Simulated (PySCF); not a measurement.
A small calculation by hand: chemical shift, span and skew from a shielding tensor

methyl formate (C₂H₄O₂), SMILES C(OC)=O. Atoms are numbered in the order given.

```xyz
8

C     -0.4020    -1.3655     0.0000
O      0.7319    -0.4839     0.0000
C      0.4370     0.8317     0.0000
O     -0.6760     1.3067     0.0000
H     -1.0304    -1.1993    -0.8982
H      0.0065    -2.3913     0.0000
H     -1.0304    -1.1993     0.8982
H      1.3963     1.4103     0.0000
```
Charge 0, spin multiplicity 1.

The structure is a stationary point at PBE-D3(BJ)/def2-SVP. The values are those of a single conformer.

GIAO shieldings from HF/pcSseg-1 (PySCF), non-relativistic, no solvent. The symmetric part of the tensor of C3 has the principal values -98.6, 63.9, 88.0 ppm. The same nucleus in TMS has σ = 192.6 ppm at this level (PySCF, at its B3LYP-D3(BJ)/def2-TZVP geometry).

### Question
Work out the isotropic shielding, the ¹³C shift against TMS, the span and the skew.

### Answer

σ(iso) = (σ11 + σ22 + σ33)/3 = 17.8 ppm. δ = σ(ref) − σ(iso) = 192.6 − (17.8) = 174.8 ppm.
Span Ω = σ33 − σ11 = 186.6 ppm. Skew κ = 3(σ(iso) − σ22)/Ω = -0.74. Tumbling in solution averages the tensor to δ; in a static solid the shielding alone would spread this spin-1/2 line over Ω.
